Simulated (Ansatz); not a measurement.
# [H···H···SiH], doublet: the ladder up to full CI

Geometry: a point of a hydrogen-transfer path between rigid fragments, not a stationary point.

```csv
atom,x (Å),y (Å),z (Å)
H,-2.6928,0.0479,0.0000
H,-1.4918,0.0479,0.0000
Si,0.1312,0.0479,0.0000
H,0.5277,-1.4316,0.0000
```

Basis 6-31G; Ansatz 0.2.0. Correlated methods freeze the noble-gas cores, which leaves 7 electrons in 14 orbitals. R marks a restricted (for open shells ROHF) determinant, U an unrestricted one. Active spaces: pair = (3e, 3o) about the gap; valence = (7e, 7o) chosen from the atoms' valence shells.

Full CI is exact within this basis and frozen core; it isn't the basis-set limit. The frozen core follows each run's orbitals, which can shift R against U totals by a few meV.

Coupled cluster chose its determinant by a search with trial CCSD, here up to 0.87 eV above the lowest Hartree–Fock solution of its kind. For open shells CISD and CISDTQ are restricted-active-space CI with the open shells as a complete middle space.

- UHF ⟨S²⟩: 1.151
- ⟨S²⟩ of the determinant under UCCSD: 0.765
- T1 diagnostic (RCCSD): 0.0412
- largest doubles amplitude (RCCSD): 0.081
- T1 diagnostic (UCCSD): 0.0594

| level | E − E(full CI) (kJ/mol) | wall time |
| --- | --- | --- |
| RHF† | 205.4 | – |
| RMP2† | 70.8 | – |
| CISD† | 13.9 | 0.21 s |
| RCCSD† | 4.9 | – |
| UCCSD | 8.2 | – |
| RCCSD(T)† | 2.7 | 0.48 s |
| UCCSD(T) | 2.8 | 0.9 s |
| BCCD(T)† | 2.6 | 0.45 s |
| RCCSDT† | 1.6 | – |
| UCCSDT | 0.2 | – |
| RCCSDT(Q)† | 1.5 | 1.2 s |
| UCCSDT(Q) | 0.0 | 2.1 s |
| RCCSDTQ† | 1.4 | 7 s |
| UCCSDTQ | -0.1 | 10 s |
| CASSCF (valence space) | 56.6 | – |
| NEVPT2 (valence space) | 16.1 | 0.87 s |
| MRCISD (valence space) | 1.7 | – |
| MRCISD+Q (valence space) | 0.8 | 1.2 s |

A dagger marks rows that describe another state than the reference (another or a broken symmetry, a higher spin or other natural occupations), so the difference holds a gap between states beside the method's error.

Run but not shown, since their state, orbitals or frozen core can't be matched to the reference's or they repeat it: UHF, UMP2, CISDTQ, CASSCF (pair space), NEVPT2 (pair space), MRCISD (pair space), MRCISD+Q (pair space).

Times hold each run's SCF and search for its determinant on a shared host, so for small cases they say little of a method's own cost; they ran on 1 thread of Arm Neoverse V2. Some runs computed forces too.

The restricted determinant belongs to another symmetry than the lowest state (A''); the lowest full-CI state of the determinant's symmetry (A') lies 0.015 eV higher, and methods that keep that symmetry describe that state.

The full-CI state has the irrep A'' of Cs, in the program's axes.

Natural occupations of full CI about the gap: 1.970 1.956 1.747 0.996 0.247 0.035 0.026 0.006 0.006 0.005; effectively unpaired electrons, Σ n²(2−n)², 1.40.
